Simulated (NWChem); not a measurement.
## Correlation energy of Na

```
Na
```
Charge 0, spin multiplicity 2.

Everything below was run with NWChem.

Basis set: 6-31G*. Each correlation energy counts from its own Hartree-Fock reference.

```tsv
method	correlation energy (mHa)
CCSDT on ROHF	-2.4
CCSD(T) on UHF	-2.4
SCS-UMP2	-2.0
CCSD[T] on ROHF	-2.4
CCSD(T) on ROHF	-2.4
CCSD on UHF	-2.3
CCSD[T] on UHF	-2.4
CCSD on ROHF	-2.3
UMP2	-2.2
```

The values span 0.4 mHa, from CCSD[T] on ROHF (lowest) to SCS-UMP2 (highest). 

The correlated methods keep 1 core orbital frozen. The Pople sets run with spherical d functions. The stability of the SCF solutions was not checked. Open-shell Hartree-Fock references start from PBE0 orbitals. Coupled-cluster values serve here as a point of comparison, not as the truth.
